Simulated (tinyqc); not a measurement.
ROHF in the sto-6g basis, for NH3+, spin multiplicity 2, step by step (part 2 of 3). Computed by tinyqc, a small Python program that keeps every step (integrals from PySCF). Command: `OMP_NUM_THREADS=1 python tinyqc.py 27658 27659 out.jsonl` (the two numbers bound the seeds that draw the settings). One thread of a shared host (Intel(R) Xeon(R) Processor @ 2.60GHz), about 0.2 s of CPU time with the checks.

Geometry (angstrom):
```
atom         x         y        z
N      0.00000   0.00000  0.22400
H      1.28200   0.00000  0.00000
H     -0.64100   1.11000  0.00000
H     -0.64100  -1.11000  0.00000
```

## Iteration 1: building the Fock matrix

D(alpha) at the start, order 1N 1s, 1N 2s, 1N 2px, 1N 2py, 1N 2pz, 2H 1s, 3H 1s, 4H 1s:
```
[[0.00305, -0.02570, -0.00004, 0.00000, -0.02809, 0.02827, 0.02827, 0.02827],
 [-0.02570, 0.23788, 0.00014, 0.00000, 0.11131, -0.29137, -0.29148, -0.29148],
 [-0.00004, 0.00014, 1.20918, 0.00000, -0.00002, -0.42894, 0.21454, 0.21454],
 [0.00000, 0.00000, 0.00000, 0.08171, 0.00000, 0.00000, -0.22902, 0.22902],
 [-0.02809, 0.11131, -0.00002, 0.00000, 0.98507, 0.05041, 0.05044, 0.05044],
 [0.02827, -0.29137, -0.42894, 0.00000, 0.05041, 1.27418, -0.04543, -0.04543],
 [0.02827, -0.29148, 0.21454, -0.22902, 0.05044, -0.04543, 1.25634, -0.02742],
 [0.02827, -0.29148, 0.21454, 0.22902, 0.05044, -0.04543, -0.02742, 1.25634]]
```

D(beta) at the start, order 1N 1s, 1N 2s, 1N 2px, 1N 2py, 1N 2pz, 2H 1s, 3H 1s, 4H 1s:
```
[[0.00305, -0.02570, 0.00001, 0.00000, -0.02809, 0.02826, 0.02827, 0.02827],
 [-0.02570, 0.23788, -0.00006, 0.00000, 0.11131, -0.29134, -0.29150, -0.29150],
 [0.00001, -0.00006, 0.08169, 0.00000, -0.00001, -0.26435, 0.13225, 0.13225],
 [0.00000, 0.00000, 0.00000, 0.08171, 0.00000, 0.00000, -0.22902, 0.22902],
 [-0.02809, 0.11131, -0.00001, 0.00000, 0.98507, 0.05041, 0.05044, 0.05044],
 [0.02826, -0.29134, -0.26435, 0.00000, 0.05041, 1.25015, -0.03342, -0.03342],
 [0.02827, -0.29150, 0.13225, -0.22902, 0.05044, -0.03342, 1.25033, -0.03343],
 [0.02827, -0.29150, 0.13225, 0.22902, 0.05044, -0.03342, -0.03343, 1.25033]]
```

core Hamiltonian H = T + V (hartree), order 1N 1s, 1N 2s, 1N 2px, 1N 2py, 1N 2pz, 2H 1s, 3H 1s, 4H 1s:
```
[[-25.65704, -5.60568, 0.00000, 0.00000, 0.00524, -0.76199, -0.76236, -0.76236],
 [-5.60568, -7.40667, 0.00005, 0.00000, 0.06148, -2.01727, -2.01799, -2.01799],
 [0.00000, 0.00005, -6.17144, 0.00000, -0.00001, -1.68121, 0.84100, 0.84100],
 [0.00000, 0.00000, 0.00000, -6.17145, 0.00000, 0.00000, -1.45631, 1.45631],
 [0.00524, 0.06148, -0.00001, 0.00000, -6.07101, 0.30497, 0.30511, 0.30511],
 [-0.76199, -2.01727, -1.68121, 0.00000, 0.30497, -3.76802, -0.43804, -0.43804],
 [-0.76236, -2.01799, 0.84100, -1.45631, 0.30511, -0.43804, -3.76849, -0.43830],
 [-0.76236, -2.01799, 0.84100, 1.45631, 0.30511, -0.43804, -0.43830, -3.76849]]
```

nuclear repulsion = 9.2548434 hartree

Given earlier and not repeated: Two-electron integrals (ij|kl) in chemists' order.

J_ij = sum D_kl (ij|kl) with D = D(alpha) + D(beta), K_ij = sum D_kl (ik|jl) for each spin; F = H + J - K(s); E = tr D H + tr D J / 2 - 0.5 sum_s tr D(s) K(s) + E_nn.

Coulomb J (hartree), order 1N 1s, 1N 2s, 1N 2px, 1N 2py, 1N 2pz, 2H 1s, 3H 1s, 4H 1s:
```
[[5.27246, 1.18210, -0.00065, 0.00000, 0.00837, 0.15947, 0.15941, 0.15941],
 [1.18210, 4.38465, -0.00547, 0.00000, -0.00628, 1.34326, 1.33801, 1.33801],
 [-0.00065, -0.00547, 4.43095, 0.00000, 0.00028, 1.29127, -0.64569, -0.64569],
 [0.00000, 0.00000, 0.00000, 4.34638, 0.00000, 0.00000, 1.10425, -1.10425],
 [0.00837, -0.00628, 0.00028, 0.00000, 4.37659, -0.22917, -0.22864, -0.22864],
 [0.15947, 1.34326, 1.29127, 0.00000, -0.22917, 3.66896, 0.30556, 0.30556],
 [0.15941, 1.33801, -0.64569, 1.10425, -0.22864, 0.30556, 3.64603, 0.30672],
 [0.15941, 1.33801, -0.64569, -1.10425, -0.22864, 0.30556, 0.30672, 3.64603]]
```

exchange K(alpha) (hartree), order 1N 1s, 1N 2s, 1N 2px, 1N 2py, 1N 2pz, 2H 1s, 3H 1s, 4H 1s:
```
[[0.05235, 0.07118, -0.00041, 0.00000, 0.00570, 0.01134, 0.00960, 0.00960],
 [0.07118, 0.36581, -0.00440, 0.00000, 0.11321, 0.16333, 0.15135, 0.15135],
 [-0.00041, -0.00440, 0.86337, 0.00000, 0.00031, 0.26952, -0.13529, -0.13529],
 [0.00000, 0.00000, 0.00000, 0.13257, 0.00000, 0.00000, 0.12174, -0.12174],
 [0.00570, 0.11321, 0.00031, 0.00000, 0.80228, -0.02134, -0.02108, -0.02108],
 [0.01134, 0.16333, 0.26952, 0.00000, -0.02134, 0.80265, 0.03401, 0.03401],
 [0.00960, 0.15135, -0.13529, 0.12174, -0.02108, 0.03401, 0.77598, 0.04896],
 [0.00960, 0.15135, -0.13529, -0.12174, -0.02108, 0.03401, 0.04896, 0.77598]]
```

exchange K(beta) (hartree), order 1N 1s, 1N 2s, 1N 2px, 1N 2py, 1N 2pz, 2H 1s, 3H 1s, 4H 1s:
```
[[0.02785, 0.03478, 0.00000, 0.00000, 0.00555, 0.00337, 0.00337, 0.00337],
 [0.03478, 0.20586, -0.00001, 0.00000, 0.11162, 0.11633, 0.11637, 0.11637],
 [0.00000, -0.00001, 0.09041, 0.00000, -0.00001, 0.13295, -0.06651, -0.06651],
 [0.00000, 0.00000, 0.00000, 0.09041, 0.00000, 0.00000, 0.11516, -0.11516],
 [0.00555, 0.11162, -0.00001, 0.00000, 0.75929, -0.02005, -0.02005, -0.02005],
 [0.00337, 0.11633, 0.13295, 0.00000, -0.02005, 0.75839, 0.03584, 0.03584],
 [0.00337, 0.11637, -0.06651, 0.11516, -0.02005, 0.03584, 0.75836, 0.03587],
 [0.00337, 0.11637, -0.06651, -0.11516, -0.02005, 0.03584, 0.03587, 0.75836]]
```

F(alpha) (hartree), order 1N 1s, 1N 2s, 1N 2px, 1N 2py, 1N 2pz, 2H 1s, 3H 1s, 4H 1s:
```
[[-20.43693, -4.49476, -0.00023, 0.00000, 0.00791, -0.61386, -0.61254, -0.61254],
 [-4.49476, -3.38783, -0.00102, 0.00000, -0.05801, -0.83734, -0.83134, -0.83134],
 [-0.00023, -0.00102, -2.60386, 0.00000, -0.00004, -0.65946, 0.33060, 0.33060],
 [0.00000, 0.00000, 0.00000, -1.95763, 0.00000, 0.00000, -0.47381, 0.47381],
 [0.00791, -0.05801, -0.00004, 0.00000, -2.49669, 0.09714, 0.09755, 0.09755],
 [-0.61386, -0.83734, -0.65946, 0.00000, 0.09714, -0.90172, -0.16649, -0.16649],
 [-0.61254, -0.83134, 0.33060, -0.47381, 0.09755, -0.16649, -0.89844, -0.18054],
 [-0.61254, -0.83134, 0.33060, 0.47381, 0.09755, -0.16649, -0.18054, -0.89844]]
```

F(beta) (hartree), order 1N 1s, 1N 2s, 1N 2px, 1N 2py, 1N 2pz, 2H 1s, 3H 1s, 4H 1s:
```
[[-20.41243, -4.45836, -0.00065, 0.00000, 0.00806, -0.60589, -0.60631, -0.60631],
 [-4.45836, -3.22788, -0.00540, 0.00000, -0.05642, -0.79034, -0.79636, -0.79636],
 [-0.00065, -0.00540, -1.83090, 0.00000, 0.00028, -0.52289, 0.26182, 0.26182],
 [0.00000, 0.00000, 0.00000, -1.91547, 0.00000, 0.00000, -0.46723, 0.46723],
 [0.00806, -0.05642, 0.00028, 0.00000, -2.45371, 0.09585, 0.09652, 0.09652],
 [-0.60589, -0.79034, -0.52289, 0.00000, 0.09585, -0.85745, -0.16832, -0.16832],
 [-0.60631, -0.79636, 0.26182, -0.46723, 0.09652, -0.16832, -0.88083, -0.16745],
 [-0.60631, -0.79636, 0.26182, 0.46723, 0.09652, -0.16832, -0.16745, -0.88083]]
```

total energy of this density = -16.0530580 hartree

## Iteration 1: Roothaan effective Fock matrix

overlap S, order 1N 1s, 1N 2s, 1N 2px, 1N 2py, 1N 2pz, 2H 1s, 3H 1s, 4H 1s:
```
[[1.00000, 0.22942, 0.00000, 0.00000, 0.00000, 0.03097, 0.03099, 0.03099],
 [0.22942, 1.00000, 0.00000, 0.00000, 0.00000, 0.33387, 0.33397, 0.33397],
 [0.00000, 0.00000, 1.00000, 0.00000, 0.00000, 0.32503, -0.16258, -0.16258],
 [0.00000, 0.00000, 0.00000, 1.00000, 0.00000, 0.00000, 0.28153, -0.28153],
 [0.00000, 0.00000, 0.00000, 0.00000, 1.00000, -0.05679, -0.05681, -0.05681],
 [0.03097, 0.33387, 0.32503, 0.00000, -0.05679, 1.00000, 0.08374, 0.08374],
 [0.03099, 0.33397, -0.16258, 0.28153, -0.05681, 0.08374, 1.00000, 0.08379],
 [0.03099, 0.33397, -0.16258, -0.28153, -0.05681, 0.08374, 0.08379, 1.00000]]
```

With projectors Pc = D(beta) S, Po = (D(alpha) - D(beta)) S, Pv = 1 - D(alpha) S, the block xy is Px^T F Py; with Fc = (F(alpha) + F(beta))/2, the blocks are Fc for cc, oo, vv and cv, F(beta) for co and F(alpha) for ov.

effective F (hartree), order 1N 1s, 1N 2s, 1N 2px, 1N 2py, 1N 2pz, 2H 1s, 3H 1s, 4H 1s:
```
[[-20.42468, -4.47656, -0.00010, 0.00000, 0.00798, -0.60980, -0.60946, -0.60946],
 [-4.47656, -3.30786, 0.00020, 0.00000, -0.05722, -0.81314, -0.81420, -0.81420],
 [-0.00010, 0.00020, -2.22273, 0.00000, -0.00068, -0.60275, 0.30380, 0.30380],
 [0.00000, 0.00000, 0.00000, -1.93655, 0.00000, 0.00000, -0.47052, 0.47052],
 [0.00798, -0.05722, -0.00068, 0.00000, -2.47520, 0.09633, 0.09712, 0.09712],
 [-0.60980, -0.81314, -0.60275, 0.00000, 0.09633, -0.88413, -0.16477, -0.16477],
 [-0.60946, -0.81420, 0.30380, -0.47052, 0.09712, -0.16477, -0.89114, -0.17550],
 [-0.60946, -0.81420, 0.30380, 0.47052, 0.09712, -0.16477, -0.17550, -0.89114]]
```

## Iteration 1: diagonalisation and new density

X, order 1N 1s, 1N 2s, 1N 2px, 1N 2py, 1N 2pz, 2H 1s, 3H 1s, 4H 1s:
```
[[-0.37870, 0.00000, -0.00029, 0.73652, 0.58308, 0.00000, 0.00009, 0.19550],
 [1.10838, 0.00000, 0.00063, -0.07336, 0.12739, 0.00000, 0.00014, 0.49258],
 [-0.00064, 0.00000, 0.89589, 0.00001, -0.00002, 0.00000, 0.63761, -0.00013],
 [0.00000, 0.89590, 0.00000, 0.00000, 0.00000, 0.63764, 0.00000, 0.00000],
 [-0.16142, 0.00000, -0.00007, -0.64480, 0.75144, 0.00000, -0.00001, -0.07329],
 [-0.51545, 0.00000, -0.81273, -0.16551, -0.12982, 0.00000, 0.46882, 0.31238],
 [-0.51631, -0.70365, 0.40593, -0.16544, -0.12977, 0.40592, -0.23429, 0.31255],
 [-0.51631, 0.70365, 0.40593, -0.16544, -0.12977, -0.40592, -0.23429, 0.31255]]
```

Diagonalise F' = X^T F X, C = X C', fill 5 alpha and 4 beta electrons from the bottom; D(s) = C_occ C_occ^T. Each column has its largest component positive (the first on a tie).

F' = X^T F X (hartree):
```
[[-2.13038, 0.00000, 0.00373, 2.69696, 2.23587, 0.00000, -0.00420, 0.31615],
 [0.00000, -1.07654, 0.00000, 0.00000, 0.00000, -0.61746, 0.00000, 0.00000],
 [0.00373, 0.00000, -1.18242, 0.00448, 0.00354, 0.00000, -0.76648, -0.00258],
 [2.69696, 0.00000, 0.00448, -11.30787, -7.47174, 0.00000, -0.00332, -4.45350],
 [2.23587, 0.00000, 0.00354, -7.47174, -8.82551, 0.00000, -0.00362, -3.82435],
 [0.00000, -0.61746, 0.00000, 0.00000, 0.00000, -1.51035, 0.00000, 0.00000],
 [-0.00420, 0.00000, -0.76648, -0.00332, -0.00362, 0.00000, -1.68458, 0.00295],
 [0.31615, 0.00000, -0.00258, -4.45350, -3.82435, 0.00000, 0.00295, -3.80216]]
```

orbital energies (hartree): [-20.42772, -2.53597, -2.42731, -2.24006, -1.94790, -0.67651, -0.63899, -0.62535]

coefficients C, order 1N 1s, 1N 2s, 1N 2px, 1N 2py, 1N 2pz, 2H 1s, 3H 1s, 4H 1s:
```
[[1.00320, -0.17072, -0.15890, -0.00012, 0.00000, 0.05634, 0.00000, 0.01013],
 [-0.01556, 0.80569, 0.75686, 0.00086, 0.00000, -0.51190, 0.00000, -0.09207],
 [-0.00001, 0.00151, -0.00211, 1.04201, 0.00000, 0.06338, 0.00000, -0.34551],
 [0.00000, 0.00000, 0.00000, 0.00000, 1.03824, 0.00000, -0.36231, 0.00000],
 [0.00006, 0.66581, -0.74992, -0.00260, 0.00000, 0.07730, 0.00000, 0.01377],
 [0.00312, -0.04939, -0.07011, -0.09799, 0.00000, 0.45799, 0.00000, 1.03011],
 [0.00309, -0.04949, -0.07052, 0.04781, -0.07564, 0.70561, 0.80882, -0.34718],
 [0.00309, -0.04949, -0.07052, 0.04781, 0.07564, 0.70561, -0.80882, -0.34718]]
```

D(alpha) after iteration 1, order 1N 1s, 1N 2s, 1N 2px, 1N 2py, 1N 2pz, 2H 1s, 3H 1s, 4H 1s:
```
[[1.06080, -0.27342, -0.00005, 0.00000, 0.00556, 0.02272, 0.02275, 0.02275],
 [-0.27342, 1.22222, 0.00051, 0.00000, -0.03115, -0.09299, -0.09325, -0.09325],
 [-0.00005, 0.00051, 1.08578, 0.00000, -0.00012, -0.10203, 0.04989, 0.04989],
 [0.00000, 0.00000, 0.00000, 1.07795, 0.00000, 0.00000, -0.07853, 0.07853],
 [0.00556, -0.03115, -0.00012, 0.00000, 1.00569, 0.01995, 0.01981, 0.01981],
 [0.02272, -0.09299, -0.10203, 0.00000, 0.01995, 0.01697, 0.00271, 0.00271],
 [0.02275, -0.09325, 0.04989, -0.07853, 0.01981, 0.00271, 0.01544, 0.00400],
 [0.02275, -0.09325, 0.04989, 0.07853, 0.01981, 0.00271, 0.00400, 0.01544]]
```

D(beta) after iteration 1, order 1N 1s, 1N 2s, 1N 2px, 1N 2py, 1N 2pz, 2H 1s, 3H 1s, 4H 1s:
```
[[1.06080, -0.27342, -0.00005, 0.00000, 0.00556, 0.02272, 0.02275, 0.02275],
 [-0.27342, 1.22222, 0.00051, 0.00000, -0.03115, -0.09299, -0.09325, -0.09325],
 [-0.00005, 0.00051, 1.08578, 0.00000, -0.00012, -0.10203, 0.04989, 0.04989],
 [0.00000, 0.00000, 0.00000, 0.00000, 0.00000, 0.00000, 0.00000, 0.00000],
 [0.00556, -0.03115, -0.00012, 0.00000, 1.00569, 0.01995, 0.01981, 0.01981],
 [0.02272, -0.09299, -0.10203, 0.00000, 0.01995, 0.01697, 0.00271, 0.00271],
 [0.02275, -0.09325, 0.04989, 0.00000, 0.01981, 0.00271, 0.00972, 0.00972],
 [0.02275, -0.09325, 0.04989, 0.00000, 0.01981, 0.00271, 0.00972, 0.00972]]
```

## Iteration 2: building the Fock matrix

As before.

Coulomb J (hartree), order 1N 1s, 1N 2s, 1N 2px, 1N 2py, 1N 2pz, 2H 1s, 3H 1s, 4H 1s:
```
[[15.29745, 2.69171, -0.00046, 0.00000, -0.00123, 0.37308, 0.37312, 0.37312],
 [2.69171, 6.95132, -0.00405, 0.00000, -0.00178, 1.80208, 1.79632, 1.79632],
 [-0.00046, -0.00405, 6.97825, 0.00000, 0.00021, 1.58414, -0.79143, -0.79143],
 [0.00000, 0.00000, 0.00000, 6.89406, 0.00000, 0.00000, 1.35708, -1.35708],
 [-0.00123, -0.00178, 0.00021, 0.00000, 6.98164, -0.27709, -0.27645, -0.27645],
 [0.37308, 1.80208, 1.58414, 0.00000, -0.27709, 3.55463, 0.37538, 0.37538],
 [0.37312, 1.79632, -0.79143, 1.35708, -0.27645, 0.37538, 3.52942, 0.37648],
 [0.37312, 1.79632, -0.79143, -1.35708, -0.27645, 0.37538, 0.37648, 3.52942]]
```

exchange K(alpha) (hartree), order 1N 1s, 1N 2s, 1N 2px, 1N 2py, 1N 2pz, 2H 1s, 3H 1s, 4H 1s:
```
[[4.30331, 0.68725, -0.00003, 0.00000, -0.00017, 0.10338, 0.10347, 0.10347],
 [0.68725, 1.23905, -0.00031, 0.00000, -0.00188, 0.28654, 0.28726, 0.28726],
 [-0.00003, -0.00031, 1.03076, 0.00000, 0.00002, 0.19960, -0.10046, -0.10046],
 [0.00000, 0.00000, 0.00000, 1.03044, 0.00000, 0.00000, 0.17580, -0.17580],
 [-0.00017, -0.00188, 0.00002, 0.00000, 1.02920, -0.03416, -0.03428, -0.03428],
 [0.10338, 0.28654, 0.19960, 0.00000, -0.03416, 0.12589, 0.05006, 0.05006],
 [0.10347, 0.28726, -0.10046, 0.17580, -0.03428, 0.05006, 0.12818, 0.04940],
 [0.10347, 0.28726, -0.10046, -0.17580, -0.03428, 0.05006, 0.04940, 0.12818]]
```

exchange K(beta) (hartree), order 1N 1s, 1N 2s, 1N 2px, 1N 2py, 1N 2pz, 2H 1s, 3H 1s, 4H 1s:
```
[[4.27973, 0.65184, -0.00026, 0.00000, -0.00025, 0.09789, 0.09591, 0.09591],
 [0.65184, 1.07958, -0.00291, 0.00000, -0.00279, 0.25569, 0.24036, 0.24036],
 [-0.00026, -0.00291, 0.98883, 0.00000, 0.00022, 0.19209, -0.09559, -0.09559],
 [0.00000, 0.00000, 0.00000, 0.25667, 0.00000, 0.00000, 0.03888, -0.03888],
 [-0.00025, -0.00279, 0.00022, 0.00000, 0.98676, -0.03310, -0.03258, -0.03258],
 [0.09789, 0.25569, 0.19209, 0.00000, -0.03310, 0.11723, 0.04119, 0.04119],
 [0.09591, 0.24036, -0.09559, 0.03888, -0.03258, 0.04119, 0.08090, 0.06044],
 [0.09591, 0.24036, -0.09559, -0.03888, -0.03258, 0.04119, 0.06044, 0.08090]]
```

F(alpha) (hartree), order 1N 1s, 1N 2s, 1N 2px, 1N 2py, 1N 2pz, 2H 1s, 3H 1s, 4H 1s:
```
[[-14.66291, -3.60122, -0.00043, 0.00000, 0.00417, -0.49229, -0.49271, -0.49271],
 [-3.60122, -1.69440, -0.00369, 0.00000, 0.06158, -0.50173, -0.50894, -0.50894],
 [-0.00043, -0.00369, -0.22395, 0.00000, 0.00019, -0.29667, 0.15003, 0.15003],
 [0.00000, 0.00000, 0.00000, -0.30782, 0.00000, 0.00000, -0.27503, 0.27503],
 [0.00417, 0.06158, 0.00019, 0.00000, -0.11857, 0.06203, 0.06293, 0.06293],
 [-0.49229, -0.50173, -0.29667, 0.00000, 0.06203, -0.33928, -0.11272, -0.11272],
 [-0.49271, -0.50894, 0.15003, -0.27503, 0.06293, -0.11272, -0.36725, -0.11122],
 [-0.49271, -0.50894, 0.15003, 0.27503, 0.06293, -0.11272, -0.11122, -0.36725]]
```

F(beta) (hartree), order 1N 1s, 1N 2s, 1N 2px, 1N 2py, 1N 2pz, 2H 1s, 3H 1s, 4H 1s:
```
[[-14.63933, -3.56582, -0.00020, 0.00000, 0.00426, -0.48680, -0.48515, -0.48515],
 [-3.56582, -1.53493, -0.00109, 0.00000, 0.06249, -0.47088, -0.46204, -0.46204],
 [-0.00020, -0.00109, -0.18202, 0.00000, -0.00002, -0.28916, 0.14517, 0.14517],
 [0.00000, 0.00000, 0.00000, 0.46594, 0.00000, 0.00000, -0.13811, 0.13811],
 [0.00426, 0.06249, -0.00002, 0.00000, -0.07613, 0.06098, 0.06123, 0.06123],
 [-0.48680, -0.47088, -0.28916, 0.00000, 0.06098, -0.33062, -0.10385, -0.10385],
 [-0.48515, -0.46204, 0.14517, -0.13811, 0.06123, -0.10385, -0.31997, -0.12227],
 [-0.48515, -0.46204, 0.14517, 0.13811, 0.06123, -0.10385, -0.12227, -0.31997]]
```

total energy of this density = -54.1717718 hartree

## Iteration 2: Roothaan effective Fock matrix

As before.

effective F (hartree), order 1N 1s, 1N 2s, 1N 2px, 1N 2py, 1N 2pz, 2H 1s, 3H 1s, 4H 1s:
```
[[-14.65112, -3.58352, -0.00032, 0.00000, 0.00422, -0.48955, -0.48893, -0.48893],
 [-3.58352, -1.61466, -0.00239, 0.00000, 0.06204, -0.48631, -0.48549, -0.48549],
 [-0.00032, -0.00239, -0.20298, 0.00000, 0.00008, -0.29292, 0.14760, 0.14760],
 [0.00000, 0.00000, 0.00000, 0.08469, 0.00000, 0.00000, -0.18662, 0.18662],
 [0.00422, 0.06204, 0.00008, 0.00000, -0.09735, 0.06151, 0.06208, 0.06208],
 [-0.48955, -0.48631, -0.29292, 0.00000, 0.06151, -0.33495, -0.10828, -0.10828],
 [-0.48893, -0.48549, 0.14760, -0.18662, 0.06208, -0.10828, -0.33495, -0.12540],
 [-0.48893, -0.48549, 0.14760, 0.18662, 0.06208, -0.10828, -0.12540, -0.33495]]
```

## Iteration 2: DIIS over 2 matrices

error matrix X^T (FDS - SDF) X:
```
[[0.00000, 0.00000, -0.00250, -0.24216, -0.26115, 0.00000, -0.00068, 0.55194],
 [0.00000, 0.00000, 0.00000, 0.00000, 0.00000, 0.32987, 0.00000, 0.00000],
 [0.00250, 0.00000, 0.00000, 0.00030, 0.00109, 0.00000, 0.67475, -0.00049],
 [0.24216, 0.00000, -0.00030, 0.00000, -0.02227, 0.00000, -0.00103, 0.00953],
 [0.26115, 0.00000, -0.00109, 0.02227, 0.00000, 0.00000, -0.00022, -0.04049],
 [0.00000, -0.32987, 0.00000, 0.00000, 0.00000, 0.00000, 0.00000, 0.00000],
 [0.00068, 0.00000, -0.67475, 0.00103, 0.00022, 0.00000, 0.00000, -0.00259],
 [-0.55194, 0.00000, 0.00049, -0.00953, 0.04049, 0.00000, 0.00259, 0.00000]]
```

B (overlaps of the stored error matrices):
```
[[1.7794676e-01, -4.8764601e-01],
 [-4.8764601e-01, 1.9956371e+00]]
```

Minimise |sum c_i e_i|^2 with sum c_i = 1: solve [B -1; -1 0][c; lambda] = [0; -1] with B_ij = tr e_i^T e_j, and take F = sum c_i F_i.

DIIS coefficients: [0.78863, 0.21137]

extrapolated F (hartree), order 1N 1s, 1N 2s, 1N 2px, 1N 2py, 1N 2pz, 2H 1s, 3H 1s, 4H 1s:
```
[[-19.20430, -4.28779, -0.00014, 0.00000, 0.00719, -0.58438, -0.58399, -0.58399],
 [-4.28779, -2.94996, -0.00035, 0.00000, -0.03201, -0.74406, -0.74472, -0.74472],
 [-0.00014, -0.00035, -1.79581, 0.00000, -0.00052, -0.53726, 0.27078, 0.27078],
 [0.00000, 0.00000, 0.00000, -1.50931, 0.00000, 0.00000, -0.41051, 0.41051],
 [0.00719, -0.03201, -0.00052, 0.00000, -1.97258, 0.08897, 0.08971, 0.08971],
 [-0.58438, -0.74406, -0.53726, 0.00000, 0.08897, -0.76805, -0.15283, -0.15283],
 [-0.58399, -0.74472, 0.27078, -0.41051, 0.08971, -0.15283, -0.77358, -0.16491],
 [-0.58399, -0.74472, 0.27078, 0.41051, 0.08971, -0.15283, -0.16491, -0.77358]]
```
